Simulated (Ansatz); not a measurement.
# N₂H (doublet): the correlation ladder at angle N2–N1–H3 = 180.0°, cc-pVDZ

How much of the correlation energy of N₂H (doublet) does each wave-function method recover here?

The runs use Ansatz 0.2.0, Gaussian basis; cc-pVDZ, core rule «outside noble gas», up to 2 orbitals frozen.

The runs, in order: UHF; CCSD(T) on ROHF; CCSD(T) on UHF; BCCD(T) on ROHF; CISD; CCSDT(Q) on ROHF; CCSDT(Q) on UHF; CASSCF and MRCISD+Q, 3 electrons in 3 orbitals; CASSCF and NEVPT2, 3 electrons in 3 orbitals; CASSCF and MRCISD+Q, 11 electrons in 9 orbitals; CASSCF and NEVPT2, 11 electrons in 9 orbitals.

15 further runs of the same task are left out: 1 for a known fault of the program, 12 that didn't finish, 2 set aside as unsound or not needed.

## 1. The system

The geometry derives from a PBE0/def2-TZVP stationary point (not a proven minimum). One angle is set to the value named; bond lengths are kept.

3 atoms, charge 0, spin multiplicity 2.

Atoms are counted from 1 here; the program's logs count them from 0.

Bond lengths: N1–N2 1.165 Å, N1–H3 1.057 Å. Angles: N2–N1–H3 180.0°.

As a file:

```xyz
3
charge 0, multiplicity 2
N     0.0000    0.0000    0.0361
N     0.0000    0.0000   -1.1286
H     0.0000    0.0000    1.0926
```

## 2. UHF

Contents of in.yaml:

```yaml
crystal:
  periodic: [false, false, false]
  atoms:
    - {symbol: N, position_ang: [0.000000, 0.000000, 0.036051]}
    - {symbol: N, position_ang: [0.000000, 0.000000, -1.128624]}
    - {symbol: H, position_ang: [0.000000, 0.000000, 1.092573]}
basis:
  gaussian: {orbitals: cc-pVDZ}
magnetization: {spin_polarized: true, initial_magnetization: 1}
hamiltonian: {xc: hf}
output: {orbitals: {seedname: orbitals}}
```

Started as:

```sh
ansatz run in.yaml --threads 1 --pin off --events-out ev --progress --plain --max-ram 2393MiB
```

After this run come: CCSD(T) on ROHF; CCSD(T) on UHF; BCCD(T) on ROHF; CISD; CCSDT(Q) on ROHF; CCSDT(Q) on UHF; CASSCF and MRCISD+Q, 3 electrons in 3 orbitals; CASSCF and NEVPT2, 3 electrons in 3 orbitals; CASSCF and MRCISD+Q, 11 electrons in 9 orbitals; CASSCF and NEVPT2, 11 electrons in 9 orbitals.

Before running them: what should the planned runs give, taken together? Wanted: UCCSDT(Q) below the RHF energy; RMP2 from UCCSDT(Q); UMP2 from UCCSDT(Q); RCCSD from UCCSDT(Q); RCCSD(T) from UCCSDT(Q); UCCSD(T) from UCCSDT(Q); RCCSDT(Q) from UCCSDT(Q); NEVPT2 pair from UCCSDT(Q); MRCISD+Q pair from UCCSDT(Q).

As calculated:

| quantity | value |
| --- | --- |
| UCCSDT(Q) below the RHF energy | -9.1792 eV |
| RMP2 from UCCSDT(Q) | +14.52 kcal/mol |
| UMP2 from UCCSDT(Q) | +17.09 kcal/mol |
| RCCSD from UCCSDT(Q) | +8.39 kcal/mol |
| RCCSD(T) from UCCSDT(Q) | +1.06 kcal/mol |
| UCCSD(T) from UCCSDT(Q) | +1.08 kcal/mol |
| RCCSDT(Q) from UCCSDT(Q) | +0.02 kcal/mol |
| NEVPT2 pair from UCCSDT(Q) | +15.48 kcal/mol |
| MRCISD+Q pair from UCCSDT(Q) | +3.72 kcal/mol |
| NEVPT2 valence from UCCSDT(Q) | +22.34 kcal/mol |
| levels within 1 kcal/mol (43 meV) | RCCSDT, UCCSDT, RCCSDT(Q), MRCISD+Q valence |
| T1 diagnostic | 0.018 |
| effectively unpaired electrons | 1.05 |

RCCSD(T) lands +1.06 kcal/mol from the yardstick (0.5 % of the correlation energy). One determinant dominates. Of the multireference levels listed MRCISD+Q valence comes nearest in total energy (+0.35 kcal/mol), which doesn't show that its space is the better one. These misses are within one basis, not against nature; the frozen cores of restricted and unrestricted runs differ, which can shift their rows.
